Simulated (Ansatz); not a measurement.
Results of PBEsol+SOC in Ansatz (plane waves, PAW) for tetradymite Bi₂Se₃.

Numerical settings: plane-wave cutoff 520 eV, 10×10×10 k mesh, Fermi–Dirac smearing 0.01 eV, PAW data made under PBE.

Properties against volume:

Shape and atoms are relaxed at each volume.

```tsv
V (Å³/atom)	P (GPa)	direct gap at Γ (eV)	smallest gap on the k mesh (eV)	c (Å)
26.767	1.88	0.711	0.279	27.581
27.324	0.84	0.648	0.310	27.841
27.882	-0.01	0.576	0.327	28.137
28.440	-0.65	0.486	0.284	28.493
28.997	-1.07	0.374	0.233	28.923
```

The fundamental gap (0.33 eV at the equilibrium volume, with added k points) lies elsewhere than Γ–Γ.

Measured, for comparison: band gap 0.3 eV (temperature not stated, not corrected to a static lattice; as tabulated in Park and Ryu (2016), arXiv:1610.06451).

Note: the cell comes from a level without a dispersion term, which matters for the spacing of layers, chains or molecules; the bulk modulus comes from volumes at which shape and atoms were relaxed.

Ansatz is a quantum-chemistry and plane-wave program.
